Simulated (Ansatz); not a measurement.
# CHAl (singlet): the correlation ladder, 6-31G

How much of the correlation energy of CHAl (singlet) does each wave-function method recover here?

The runs use Ansatz 0.2.0, Gaussian basis; 6-31G, core rule «outside noble gas», up to 6 orbitals frozen.

The runs, in order: UHF; CCSD(T) on RHF; CCSD(T) on UHF; BCCD(T) on RHF; CISD; CCSDT(Q) on RHF; CCSDT(Q) on UHF; CISDTQ; CCSDTQ on RHF; CCSDTQ on UHF; CASSCF and MRCISD+Q, 8 electrons in 9 orbitals; CASSCF and NEVPT2, 8 electrons in 9 orbitals; Full CI.

22 further runs of the same task are left out: 4 that didn't finish, 18 set aside as unsound or not needed.

### 1 What is computed

The geometry is a PBE0/def2-TZVP stationary point (not a proven minimum) of the parent state, kept for this charge and spin.

3 atoms, charge 0, spin multiplicity 1.

Atoms are counted from 1 here; the program's logs count them from 0.

Bond lengths: Al1–C2 1.916 Å, Al1–H3 1.601 Å. Angles: C2–Al1–H3 180.0°.

### 2 UHF

The input, in.yaml:

```yaml
crystal:
  periodic: [false, false, false]
  atoms:
    - {symbol: Al, position_ang: [0.000000, 0.000000, 0.105100]}
    - {symbol: C, position_ang: [0.000000, 0.000000, -1.811100]}
    - {symbol: H, position_ang: [0.000000, 0.000000, 1.706000]}
basis:
  gaussian: {orbitals: 6-31G}
magnetization: {spin_polarized: true, initial_magnetization: 0}
hamiltonian: {xc: hf}
output: {orbitals: {seedname: orbitals}}
```

The run is started by

```console
$ ansatz run in.yaml --threads 1 --pin off --events-out ev --progress --plain --max-ram 2393MiB
```

The runs that follow: CCSD(T) on RHF; CCSD(T) on UHF; BCCD(T) on RHF; CISD; CCSDT(Q) on RHF; CCSDT(Q) on UHF; CISDTQ; CCSDTQ on RHF; CCSDTQ on UHF; CASSCF and MRCISD+Q, 8 electrons in 9 orbitals; CASSCF and NEVPT2, 8 electrons in 9 orbitals; Full CI.

Q: Predict the results of all the runs planned. Wanted: FCI below the RHF energy; RMP2 from FCI; RCCSD from FCI; RCCSD(T) from FCI; RCCSDT(Q) from FCI; NEVPT2 valence from FCI; MRCISD+Q valence from FCI; T1 diagnostic; effectively unpaired electrons.

**Answer**, as computed:

| quantity | value |
| --- | --- |
| FCI below the RHF energy | -4.1073 eV |
| RMP2 from FCI | +1059.6 meV |
| RCCSD from FCI | +295.2 meV |
| RCCSD(T) from FCI | +120.6 meV |
| RCCSDT(Q) from FCI | +34.5 meV |
| NEVPT2 valence from FCI | +256.1 meV |
| MRCISD+Q valence from FCI | +9.5 meV |
| levels within 1 kcal/mol (43 meV) | RCCSDT(Q), RCCSDTQ, MRCISD valence, MRCISD+Q valence |
| T1 diagnostic | 0.031 |
| effectively unpaired electrons | 2.11 |

RCCSD(T) lands +120.6 meV from the yardstick (2.9 % of the correlation energy). The occupations show strong static correlation (2.1 unpaired electrons where one determinant has 0). Coupled cluster on one determinant still stays close here. Of the multireference levels listed MRCISD+Q valence comes nearest in total energy (+9.5 meV), which doesn't show that its space is the better one. These misses are within one basis, not against nature.
